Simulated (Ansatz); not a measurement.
Compare A (`C#C/N=C/O`) with its isomer B (`C=C1OC1=N`).

Program: Ansatz. Geometries: PBE0-D4/def2-TZVP. ΔE: electronic, gas phase. CCSD(T)/CBS is the MP2 limit (def2-TZVPP, def2-QZVPP) plus CCSD(T) − MP2 in def2-TZVPP, frozen cores. Functionals use def2-TZVPP. B3LYP here is the variant with VWN-RPA as its local correlation; programs differ in this. One conformer a species, not always the lowest.

A:

```xyz
8

C    -0.404    2.256    0.388
C    -0.004    1.162    0.086
N     0.524    0.000   -0.293
C    -0.065   -1.095   -0.043
O     0.447   -2.259   -0.412
H    -0.766    3.218    0.660
H    -1.015   -1.203    0.481
H     1.283   -2.078   -0.867
```

B:

Z-matrix (Å, degrees):
```
C
C 1 1.310
H 1 1.081 2 119.6
H 1 1.082 2 120.9 3 180.0
O 2 1.406 1 138.0 3 -180.0
C 2 1.401 1 163.2 3 0.0
N 6 1.238 2 164.7 1 0.0
H 7 1.016 6 111.2 2 -0.0
```

**Question.** Which isomer does CCSD(T)/CBS put lower? Give the gap. (An estimate is asked.)

**Answer.** Computed: A, by 11.8 kcal/mol.

**Question.** Give E(B) − E(A) in kcal/mol with CCSD/def2-TZVPP, B2PLYP, CCSD(T)/def2-TZVPP, B3LYP, B3LYP-D4, CCSD(T)/def2-SVP, PBE-D4. (Estimate.)

**Answer.** Computed: CCSD/def2-TZVPP 12.0, B2PLYP 12.1, CCSD(T)/def2-TZVPP 11.0, B3LYP 11.4, B3LYP-D4 11.3, CCSD(T)/def2-SVP 12.4, PBE-D4 5.9. None reverses the order clearly.

**Question.** Does the order hold for the free energy at 298.15 K (harmonic terms from PBE0-D4)? (An estimate is asked.)

**Answer.** Ansatz gave: Yes: G(B) − G(A) = +11.9 kcal/mol, for one conformer each.

Largest T1 diagnostic: 0.016.

In def2-TZVPP, CCSD(T) changes the Hartree–Fock value by −7.1 kcal/mol (the triples alone add −0.9 kcal/mol) and MP2 by −5.9 kcal/mol. From BLYP to BHLYP (50 % exact exchange), in def2-TZVPP and without D4, E(B) − E(A) moves by +3.3 kcal/mol.
